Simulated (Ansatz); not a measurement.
Born–Oppenheimer molecular dynamics of ClH3NSi (6 atoms, charge 0, multiplicity 2). It starts at the highest image of a converged band. Of that band: Neighbouring images differ by up to 1.8 eV, so the band resolves the path poorly. A vibrational analysis at the climbing image gives one clearly imaginary mode, 1706i cm⁻¹: a first-order saddle point.

Method: UKS PBE0/def2-mTZVP in Ansatz.

```yaml
ensemble: NVE (velocity Verlet)
time_step: 0.5 fs
steps_asked: 200
starting_velocities_drawn_for: 300 K
seed: 7620
```

First frame:

```xyz
6
Properties=species:S:1:pos:R:3
N -0.373 0.427 -1.059
Si 0.251 0.062 0.483
Cl 1.137 -1.746 0.945
H -1.264 0.385 0.129
H -0.786 -0.337 -1.595
H 1.078 1.146 1.051
```

(1) How far do the bonds stretch over the last three quarters of this one trajectory? (Pairs bonded in most of those frames.)

Answers

(1) 
```tsv
bond	mean (Å)	spread (Å)	shortest	longest
N1–Si2	1.757	0.065	1.65	1.84
N1–H4	1.087	0.117	0.87	1.27
N1–H5	1.037	0.030	0.97	1.11
Si2–Cl3	2.101	0.080	1.99	2.23
Si2–H6	1.517	0.022	1.47	1.56
```

Mean temperature of the second half: 2469 K. The conserved energy stayed within 2.8 meV per atom of its start (net change -1.2 meV per atom), so the integration is sound. The system heated up, since it started high on the potential surface and ran downhill. A run of 0.1 ps of so small a system gives no equilibrium averages.

The run took 6.1 min on 2 threads of Arm Neoverse V1, on a shared host, peak memory 0.17 GiB.
